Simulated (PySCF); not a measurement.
# Charge-transfer reorganisation: `Cc1cnco1`, C4H5NO

Geometry (Å), atoms numbered from 1 in this order:
```xyz
11

C    -1.7537   -0.1634    0.1053
C    -0.2865    0.0062   -0.0186
C     0.5358    1.0141   -0.4082
N     1.8500    0.5937   -0.3199
C     1.7705   -0.6157    0.1069
O     0.5115   -1.0464    0.3136
H    -2.0413   -0.4016    1.1408
H    -2.1160   -0.9797   -0.5384
H    -2.2622    0.7629   -0.1912
H     0.2665    2.0130   -0.7452
H     2.5751   -1.3186    0.3171
```

Method: UKS CAM-B3LYP/def2-SVP four-point reorganisation energy, gas phase (PySCF). Geometry: CAM-B3LYP/def2-SVP.

(1) What is the inner reorganisation energy for hole transfer, with the ionisation energy?

Answers

(1) λ = 0.267 (surface of the oxidised species) + 0.264 (surface of the starting species) = 0.531 eV. The ionisation energy is 9.18 eV vertical and 8.91 eV adiabatic without zero-point energy; at the relaxed geometry of the oxidised species the two energies differ by 8.65 eV. Largest bond changes: C2–C3 1.358 → 1.445 Å, C3–N4 1.383 → 1.327 Å, O6–C2 1.362 → 1.327 Å, C1–C2 1.482 → 1.454 Å, N4–C5 1.285 → 1.312 Å. ⟨S²⟩ of the relaxed oxidised species 0.764.
